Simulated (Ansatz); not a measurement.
**CH3AlCl: harmonic frequencies at the relaxed geometry from a Python script**

At which frequencies does CH3AlCl vibrate? Aim: harmonic frequencies at the relaxed geometry, for CH3AlCl, run from a script. SMILES: [CH3][Al][Cl].

Program: the Python package of Ansatz 0.2.0. Level of theory: B3LYP/def2-SVP. These are calculated values, not measurements.

### Step 1. The system

Bond lengths: C1–Al2 1.934 Å, Al2–Cl3 2.178 Å, C1–H4 1.162 Å, C1–H5 1.144 Å, C1–H6 1.133 Å. Angles: C1–Al2–Cl3 118.9°, Al2–C1–H4 111.9°, Al2–C1–H5 111.0°, Al2–C1–H6 112.9°, H4–C1–H5 109.5°, H4–C1–H6 107.3°, H5–C1–H6 103.9°.

ch3alcl.xyz, read by the script:

```xyz
6

C    -0.43550    0.42720   -0.28420
Al    0.12160   -1.34370    0.25780
Cl    2.07020   -1.59250    1.19900
H     0.37310    1.22770   -0.04880
H    -1.41980    0.71950    0.22130
H    -0.66740    0.49770   -1.39140
```

### Step 2. The script

freq.py reads:

```python
"""Vibrations of CH3AlCl."""

import warnings

import ansatz as az
import numpy as np

warnings.simplefilter("ignore", az.DeckWarning)

molecule = az.Crystal.molecule_from_extxyz("ch3alcl.xyz")

calc = (
    molecule.calculation()
    .basis(gaussian="def2-SVP")
    .functional("b3lyp")
    .spin("collinear", total=1)
)
symbols = [site.symbol for site in molecule.cartesian_sites]
start = np.array([site.position_ang for site in molecule.cartesian_sites], dtype=float)
def progress(event):
    if event["event"] == "relax_step":
        row = event["data"]
        print(f"step {row['step']:3d}  E = {row['lagrangian_ev']:.6f} eV  max force {row['allowed_force_max_ev_ang']:.4f} eV/A")


data = calc.relax(force_tolerance=0.003, max_steps=100).session().plan().execute(on_event=progress).report
end = np.array(data["positions_ang"])

print("bond        before    after (A)")
for i, j in [(0, 1), (0, 3), (0, 4), (0, 5), (1, 2)]:
    d0, d1 = (np.linalg.norm(xyz[i] - xyz[j]) for xyz in (start, end))
    print(f"{symbols[i]}{i}-{symbols[j]}{j}".ljust(10), f"{d0:8.4f} {d1:8.4f}")
for i, j, k in [(1, 0, 3), (1, 0, 4), (1, 0, 5), (3, 0, 4), (3, 0, 5), (4, 0, 5), (0, 1, 2)]:
    u, v = end[i] - end[j], end[k] - end[j]
    print(f"angle {symbols[i]}{i}-{symbols[j]}{j}-{symbols[k]}{k}: {np.degrees(np.arccos(np.clip(u @ v / np.linalg.norm(u) / np.linalg.norm(v), -1, 1))):.2f} deg")

# frequencies need a stationary point, so they are taken at the relaxed geometry
minimum = az.Crystal.molecule()
for symbol, xyz in zip(symbols, end):
    minimum = minimum.atom(symbol, xyz.tolist())
vibrating = (
    minimum.calculation()
    .basis(gaussian="def2-SVP")
    .functional("b3lyp")
    .spin("collinear", total=1)
    .phonons(temperatures=(298.15, 498.15, 100))
)
vib = vibrating.run(threads=1, pin="off").report["vibrations"]
sums = vib["harmonic_sums"]
modes = [m["omega_inv_cm"] for m in sums["modes_at_gamma"] if m["rigid_motion"] == "no"]
for number, w in enumerate(modes, start=1):
    print(f"mode {number:2d} {w:9.1f} 1/cm {w / 8065.544 * 1000:8.2f} meV")
print("imaginary modes:", sum(w < 0 for w in modes), " zero-point energy:", round(sums["zero_point_energy_ev"], 4), "eV")
print("T (K)   F_vib (eV)   S_vib (meV/K)   C_vib (meV/K)")
for row in zip(sums["temperatures_k"], sums["vibrational_free_energy_ev"], vib["entropy_ev_per_k"], vib["heat_capacity_ev_per_k"]):
    print(f"{row[0]:6.1f} {row[1]:11.4f} {1000 * row[2]:13.4f} {1000 * row[3]:15.4f}")

# all hydrogen replaced by deuterium
heavier = vibrating.phonons(masses={"H": 2.014102}).run(threads=1, pin="off").report["vibrations"]["harmonic_sums"]
print("deuterated (1/cm):", " ".join(f"{m['omega_inv_cm']:.0f}" for m in heavier["modes_at_gamma"] if m["rigid_motion"] == "no"))
print("zero-point energy falls by", round(sums["zero_point_energy_ev"] - heavier["zero_point_energy_ev"], 4), "eV")
```

### Step 3. The input behind the calls

The engine receives this input (first run):

```yaml
crystal:
  periodic: [false, false, false]
  atoms:
    - { symbol: C, position_ang: [-0.4355, 0.4272, -0.2842] }
    - { symbol: Al, position_ang: [0.1216, -1.3437, 0.2578] }
    - { symbol: Cl, position_ang: [2.0702, -1.5925, 1.199] }
    - { symbol: H, position_ang: [0.3731, 1.2277, -0.0488] }
    - { symbol: H, position_ang: [-1.4198, 0.7195, 0.2213] }
    - { symbol: H, position_ang: [-0.6674, 0.4977, -1.3914] }
basis:
  gaussian:
    orbitals: def2-SVP
hamiltonian:
  xc: b3lyp
magnetization:
  spin_polarized: true
  initial_magnetization: 1.0
relax:
  f_tol: 0.003
  max_steps: 100
```

### Step 4. The run

Launch:

```
$ python freq.py
```

Without the output at hand: what should come out? Wanted: highest frequency; imaginary modes; zero-point energy.

As calculated:

```
         quantity      value
    runs compared          3
highest frequency  3125 cm⁻¹
  imaginary modes          1
zero-point energy   0.976 eV
```

Run 1: The relaxation took 4 moves; the largest shift is 0.050 Å, of atom 4 (H). An imaginary frequency shows that the geometry is no minimum at this level. The values are harmonic; measured fundamentals also hold anharmonic shifts, mostly downward for stretches. Reading the output:
- The frequencies are harmonic and unscaled, in a modest basis. The result belongs to the one conformer reached from this start, and soft torsions count as harmonic oscillators.
- The species is open-shell (spin multiplicity 2).
- b3lyp holds the VWN-RPA fit, as in Gaussian; the form of ORCA and Turbomole is b3lyp5.
